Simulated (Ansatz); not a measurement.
**BN+ (quartet): wave-function methods side by side, cc-pVTZ**

Aim: climb from Hartree-Fock through coupled cluster and multireference methods for BN+ (quartet) at one geometry and basis, and see what each rung misses.

Program: Ansatz 0.2.0, Gaussian basis. Level of theory: cc-pVTZ, core rule «outside noble gas», up to 2 orbitals frozen. These are calculated values, not measurements.

To be run: UHF; CCSD(T) on ROHF; CCSD(T) on UHF; BCCD(T) on ROHF; CISD as a restricted active space (open shells left free, so some higher excitations enter); CCSDT(Q) on ROHF; CCSDT(Q) on UHF; CASSCF and MRCISD+Q, 7 electrons in 8 orbitals; CASSCF and NEVPT2, 7 electrons in 8 orbitals.

15 further runs of the same task are left out: 5 that didn't finish, 10 set aside as unsound or not needed. Runs told in other sessions of the task aren't counted.

## Step 1: The system

The geometry is a PBE0/def2-TZVP stationary point (not a proven minimum) of the parent state, kept for this charge and spin.

2 atoms, charge 1, spin multiplicity 4.

Atoms are counted from 1 here; the program's logs count them from 0.

Bond lengths: B1–N2 1.315 Å.

## Step 2: UHF

Contents of in.yaml:

```yaml
crystal:
  periodic: [false, false, false]
  atoms:
    - {symbol: B, position_ang: [0.000000, 0.000000, 0.000000]}
    - {symbol: N, position_ang: [0.000000, 0.000000, 1.315453]}
basis:
  gaussian: {orbitals: cc-pVTZ}
total_charge: 1
magnetization: {spin_polarized: true, initial_magnetization: 3}
hamiltonian: {xc: hf}
output: {orbitals: {seedname: orbitals}}
```

Started as:

```
$ ansatz run in.yaml --threads 1 --pin off --events-out ev --progress --plain --max-ram 2393MiB
```

After this run come: CCSD(T) on ROHF; CCSD(T) on UHF; BCCD(T) on ROHF; CISD as a restricted active space (open shells left free, so some higher excitations enter); CCSDT(Q) on ROHF; CCSDT(Q) on UHF; CASSCF and MRCISD+Q, 7 electrons in 8 orbitals; CASSCF and NEVPT2, 7 electrons in 8 orbitals.

**Question.** What will the summary of the whole plan be? Wanted: UCCSDT(Q) from the RHF energy; RMP2 from UCCSDT(Q); UMP2 from UCCSDT(Q); RCCSD from UCCSDT(Q); RCCSD(T) from UCCSDT(Q); UCCSD(T) from UCCSDT(Q); RCCSDT(Q) from UCCSDT(Q); NEVPT2 valence from UCCSDT(Q); MRCISD+Q valence from UCCSDT(Q).

As calculated:

| quantity | value |
| --- | --- |
| UCCSDT(Q) from the ROHF energy | -5.1030 eV |
| RMP2 from UCCSDT(Q) | +78.1 kJ/mol |
| UMP2 from UCCSDT(Q) | +79.7 kJ/mol |
| RCCSD from UCCSDT(Q) | +21.2 kJ/mol |
| RCCSD(T) from UCCSDT(Q) | +3.9 kJ/mol |
| UCCSD(T) from UCCSDT(Q) | +3.7 kJ/mol |
| RCCSDT(Q) from UCCSDT(Q) | +0.3 kJ/mol |
| NEVPT2 valence from UCCSDT(Q) | +57.6 kJ/mol |
| MRCISD+Q valence from UCCSDT(Q) | +2.6 kJ/mol |
| levels within 1 kcal/mol (43 meV) | RCCSD(T), UCCSD(T), BCCD(T), RCCSDT, UCCSDT, RCCSDT(Q), MRCISD+Q valence |
| T1 diagnostic | 0.027 |
| effectively unpaired electrons | 3.01 |

**Reading.** RCCSD(T) misses by +3.9 kJ/mol, 0.8 % of the correlation energy. One determinant dominates. Of the multireference levels listed MRCISD+Q valence comes nearest in total energy (+2.6 kJ/mol), which doesn't show that its space is the better one. These misses are within one basis, not against nature; the frozen cores of restricted and unrestricted runs differ, which can shift their rows.

With open shells the CI space here admits some higher excitations, so it is larger than plain CISD.
